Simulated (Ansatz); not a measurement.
`[SH][Mg][Cl]` at its PBE0-D4/def2-TZVP geometry, where that method's forces vanish. Total charge 0; spin multiplicity 1.

```xyz
4

S    -0.0421    0.1504    1.6929
Mg    0.4127    0.1387   -0.5377
Cl    0.8722    0.1392   -2.6660
H    -1.2429   -0.4283    1.5109
```

Question: What forces (eV/Å) does ωB97M-V/def2-TZVPP give on these atoms in Ansatz? (An estimate is asked.)

Answer: Computed: 
```
S1  -0.076 -0.035  0.004
Mg2 -0.009 -0.001  0.031
Cl3  0.007  0.000 -0.039
H4   0.078  0.037  0.004
```
